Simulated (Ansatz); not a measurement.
Results of the Gaussian-basis code of Ansatz.

C₄H₇F (`C/C=C/CF`) at its PBE0-D4/def2-TZVP geometry, where that method's forces vanish. The species carries charge 0 and has multiplicity 1.

```json
{"atom": "C1", "x (Å)": "-0.2103", "y (Å)": "0.0960", "z (Å)": "1.9365"}
{"atom": "C2", "x (Å)": "0.0013", "y (Å)": "0.4232", "z (Å)": "0.4993"}
{"atom": "C3", "x (Å)": "-0.0083", "y (Å)": "-0.4627", "z (Å)": "-0.4862"}
{"atom": "C4", "x (Å)": "0.2020", "y (Å)": "-0.1448", "z (Å)": "-1.9234"}
{"atom": "F5", "x (Å)": "0.4145", "y (Å)": "1.2017", "z (Å)": "-2.1296"}
{"atom": "H6", "x (Å)": "-0.3753", "y (Å)": "-0.9727", "z (Å)": "2.0871"}
{"atom": "H7", "x (Å)": "0.6527", "y (Å)": "0.3971", "z (Å)": "2.5386"}
{"atom": "H8", "x (Å)": "-1.0738", "y (Å)": "0.6354", "z (Å)": "2.3385"}
{"atom": "H9", "x (Å)": "0.1757", "y (Å)": "1.4669", "z (Å)": "0.2508"}
{"atom": "H10", "x (Å)": "-0.1799", "y (Å)": "-1.5171", "z (Å)": "-0.2748"}
{"atom": "H11", "x (Å)": "-0.6711", "y (Å)": "-0.4393", "z (Å)": "-2.5190"}
{"atom": "H12", "x (Å)": "1.0725", "y (Å)": "-0.6837", "z (Å)": "-2.3178"}
```

**Question.** For each bond, give half the difference of the two atoms' forces along it (eV/Å; positive pushes the atoms apart) under PBE-D4, r2SCAN-D4, B3LYP-D4, ωB97M-V in def2-TZVPP. (Estimate.)

**Answer.** The calculation gave: 
```json
{"bond": "C1–C2", "length (Å)": "1.489", "PBE-D4": "-0.16", "r2SCAN-D4": "0.02", "B3LYP-D4": "0.17", "ωB97M-V": "0.31"}
{"bond": "C1–H6", "length (Å)": "1.092", "PBE-D4": "0.12", "r2SCAN-D4": "-0.03", "B3LYP-D4": "-0.05", "ωB97M-V": "-0.08"}
{"bond": "C1–H7", "length (Å)": "1.095", "PBE-D4": "0.12", "r2SCAN-D4": "-0.02", "B3LYP-D4": "-0.06", "ωB97M-V": "-0.11"}
{"bond": "C1–H8", "length (Å)": "1.095", "PBE-D4": "0.12", "r2SCAN-D4": "-0.02", "B3LYP-D4": "-0.06", "ωB97M-V": "-0.11"}
{"bond": "C2–C3", "length (Å)": "1.325", "PBE-D4": "0.40", "r2SCAN-D4": "0.17", "B3LYP-D4": "0.01", "ωB97M-V": "-0.16"}
{"bond": "C2–H9", "length (Å)": "1.087", "PBE-D4": "0.05", "r2SCAN-D4": "-0.07", "B3LYP-D4": "-0.12", "ωB97M-V": "-0.12"}
{"bond": "C3–C4", "length (Å)": "1.487", "PBE-D4": "-0.22", "r2SCAN-D4": "-0.08", "B3LYP-D4": "0.07", "ωB97M-V": "0.23"}
{"bond": "C3–H10", "length (Å)": "1.089", "PBE-D4": "0.02", "r2SCAN-D4": "-0.06", "B3LYP-D4": "-0.11", "ωB97M-V": "-0.09"}
{"bond": "C4–F5", "length (Å)": "1.379", "PBE-D4": "0.53", "r2SCAN-D4": "0.34", "B3LYP-D4": "0.42", "ωB97M-V": "0.28"}
{"bond": "C4–H11", "length (Å)": "1.097", "PBE-D4": "0.10", "r2SCAN-D4": "-0.05", "B3LYP-D4": "-0.14", "ωB97M-V": "-0.18"}
{"bond": "C4–H12", "length (Å)": "1.097", "PBE-D4": "0.10", "r2SCAN-D4": "-0.05", "B3LYP-D4": "-0.14", "ωB97M-V": "-0.18"}
```

B3LYP here is the variant with VWN-RPA as its local correlation; programs differ in this.
